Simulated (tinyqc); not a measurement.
Pariser-Parr-Pople SCF with singles CI, for the molecule c1ccccc1 (SMILES; centres numbered as the heavy atoms are written), step by step. One step of it, computed by the program tinyqc.

Question. Singles CI, singlets. Over the 4 single excitations with the smallest orbital gaps: A = (e_a - e_i) delta + 2 (ia|jb) - (ij|ab), with (pq|rs) = sum c_mp c_mq gamma_mn c_nr c_ns. f = 2/3 w |mu|^2 in atomic units, mu = sqrt2 sum c_ia sum_m c_mi c_ma R_m.

orbital energies (eV): [-14.633204, -11.281615, -11.281166, 0.091166, 0.091615, 3.443204]

coefficients, order 1C, 2C, 3C, 4C, 5C, 6C:
```
[[0.408264, 0.577339, 0.000000, 0.000000, 0.577339, 0.408264],
 [0.408240, 0.288687, 0.500000, 0.500000, -0.288687, -0.408240],
 [0.408240, -0.288687, 0.500000, -0.500000, -0.288687, 0.408240],
 [0.408264, -0.577339, 0.000000, 0.000000, 0.577339, -0.408264],
 [0.408240, -0.288687, -0.500000, 0.500000, -0.288687, 0.408240],
 [0.408240, 0.288687, -0.500000, -0.500000, -0.288687, -0.408240]]
```

repulsion gamma_rs (eV), order 1C, 2C, 3C, 4C, 5C, 6C:
```
[[11.130000, 7.554960, 5.239602, 4.668463, 5.239602, 7.554960],
 [7.554960, 11.130000, 7.553862, 5.239602, 4.669500, 5.240702],
 [5.239602, 7.553862, 11.130000, 7.554960, 5.240702, 4.669500],
 [4.668463, 5.239602, 7.554960, 11.130000, 7.554960, 5.239602],
 [5.239602, 4.669500, 5.240702, 7.554960, 11.130000, 7.553862],
 [7.554960, 5.240702, 4.669500, 5.239602, 7.553862, 11.130000]]
```

Centres (angstrom, eV; a flat drawing with bonds scaled to 1.40 angstrom):
```
centre          x          y  core charge z          W   gamma_rr
1C       1.400000   0.000000              1  11.160000  11.130000
2C       0.700000   1.212000              1  11.160000  11.130000
3C      -0.700000   1.212000              1  11.160000  11.130000
4C      -1.400000   0.000000              1  11.160000  11.130000
5C      -0.700000  -1.212000              1  11.160000  11.130000
6C       0.700000  -1.212000              1  11.160000  11.130000
```

Give: singlet CI matrix; singlet excitation energies; oscillator strengths.

Answer.

singlet CI matrix (eV), order 3>4, 3>5, 2>4, 2>5:
```
[[6.2975, 0.0000, 0.0000, 1.1027],
 [0.0000, 6.1875, -1.2120, 0.0000],
 [0.0000, -1.2120, 6.1875, 0.0000],
 [1.1027, 0.0000, 0.0000, 6.2979]]
```

singlet excitation energies (eV): [4.9755, 5.1950, 7.3994, 7.4004]

oscillator strengths: [0.0000, 0.0000, 1.2680, 1.2689]
